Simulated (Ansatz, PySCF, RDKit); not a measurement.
Pair of molecules: H2O (SMILES O) (first 3 atoms) with CH4O (SMILES CO); geometry from S66by8 set.
(charge 0, multiplicity 1):
```xyz
9

O     -2.13622     0.08061     0.11562
H     -2.55289     0.87948     0.44139
H     -1.20719     0.19137     0.35657
O      0.94522     0.17529     0.52020
H      1.31320    -0.39678     1.19773
C      1.41023    -0.29634    -0.74196
H      0.97941     0.35476    -1.49507
H      2.49619    -0.24554    -0.81627
H      1.08188    -1.31621    -0.94104
```

Counterpoise-corrected where a basis set is named; no monomer relaxation. Rows marked so take none. RDKit's UFF carries no charges.

Rows in 6-31G* carry no dispersion term and start afresh at each structure (6-31G* with six Cartesian d functions).

Codes used: Ansatz (Gaussian orbitals); PySCF for 6-31G* rows; RDKit for the force fields. 

Q: One of these levels gives -5.46 kcal/mol for the interaction energy. Name it.
A. HF/6-31G* (no counterpoise)
B. HF/aug-cc-pVDZ
C. B3LYP/6-31G*
D. UFF

A: A, HF/6-31G* (no counterpoise). The others give 3.93 (UFF), -3.90 (HF/aug-cc-pVDZ), -4.85 (B3LYP/6-31G*)

Ansatz is a quantum-chemistry and plane-wave program.
